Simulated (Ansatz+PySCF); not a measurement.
Values are calculated unless marked as measured or tabulated.
This PySCF input gave a total energy of -226.41131 hartree.

```python
from pyscf import gto, scf

mol = gto.M(atom="""
C -0.035130 -0.002600 -0.736470
C -0.032810 -0.021700 0.797280
O -0.015780 1.054020 -1.310970
O 0.016010 -1.093180 1.319780
H -0.049680 -0.975320 -1.249350
H -0.029580 0.997170 1.288900
""", basis='def2-svp', charge=0, spin=0)
mf = scf.UHF(mol)
mf.kernel()
print(mf.converged, mf.e_tot, mf.spin_square()[0])
```

Question: Write an input for Ansatz with the same method and basis set.

Answer:

```yaml
crystal:
  periodic: [false, false, false]
  atoms:
    - { symbol: C, position_ang: [-0.03513, -0.0026, -0.73647] }
    - { symbol: C, position_ang: [-0.03281, -0.0217, 0.79728] }
    - { symbol: O, position_ang: [-0.01578, 1.05402, -1.31097] }
    - { symbol: O, position_ang: [0.01601, -1.09318, 1.31978] }
    - { symbol: H, position_ang: [-0.04968, -0.97532, -1.24935] }
    - { symbol: H, position_ang: [-0.02958, 0.99717, 1.2889] }
basis:
  gaussian: { orbitals: def2-SVP }
magnetization:
  spin_polarized: true
hamiltonian:
  xc: hf
scf:
  omitted_lower_state_checks: [stability, starts, atomic_configurations, cluster_reference, orbital_swaps, given_window_search, neighbouring_geometries, increment]
```

Ansatz (development build ahead of 0.2.0) gave -226.41131 hartree, 0.08 meV from the first.
